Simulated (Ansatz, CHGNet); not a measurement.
# 1T (CdI2-type) PtSe2: formation enthalpy by level of theory

No measured value is used here.

```json
[
 {"level (code)": "CHGNet-r²SCAN", "value (eV/atom)": "-0.455"},
 {"level (code)": "LDA (Ansatz)", "value (eV/atom)": "-0.424"},
 {"level (code)": "PBE (Ansatz)", "value (eV/atom)": "-0.399"},
 {"level (code)": "PBE-D3(BJ) (Ansatz)", "value (eV/atom)": "-0.381"},
 {"level (code)": "r²SCAN+rVV10 (Ansatz)", "value (eV/atom)": "-0.443"},
 {"level (code)": "PBE0 (Ansatz)", "value (eV/atom)": "-0.519"},
 {"level (code)": "r²SCAN0 (Ansatz)", "value (eV/atom)": "-0.560"}
]
```

Density-functional levels without +SOC have no spin–orbit coupling, which shifts binding energies of heavy elements. CHGNet-r²SCAN: the cell has another shape than the first-principles one, perhaps another minimum in the same group. LDA: LDA has no dispersion term either, though it tends to give short spacings of layers, chains or molecules. PBE: for a layered or molecular solid the relaxed cell lies over 5 % above the published volume, where the minimum can be shallow. PBE: an element that serves as reference has a cell well above its measured volume. PBE, PBE0, r²SCAN0: the cell comes from a level without a dispersion term, which matters for the spacing of layers, chains or molecules. Each level is taken at its own relaxed cell. Cutoffs and k meshes differ between the levels. Ansatz's density-functional and Hartree–Fock values are scalar-relativistic unless marked +SOC, with PAW data made under PBE.

Machine-learned potentials (CHGNet-r²SCAN) are trained on DFT data: a solid inside that data is no test of them.

Ansatz is a quantum-chemistry and plane-wave program.
